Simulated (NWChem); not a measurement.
## Correlation energy of C (+1)

```xyz
1

C      0.0000     0.0000     0.0000
```
Charge +1, spin multiplicity 2.

All runs are NWChem calculations.

Basis set: def2-SVP. Each correlation energy counts from its own Hartree-Fock reference.

The correlated methods keep 1 core orbital frozen. No SCF solution was tested for a lower state. Open-shell Hartree-Fock references start from PBE0 orbitals. Coupled-cluster values serve here as a point of comparison, not as the truth.

Task: One of these methods gave a correlation energy of -41.8 mHa. Which?
A. CCSD on ROHF
B. CCSD on UHF
C. UMP2
D. SCS-UMP2

Result: C, UMP2. The others give -48.1 (SCS-UMP2), -66.7 (CCSD on UHF), -70.4 (CCSD on ROHF).
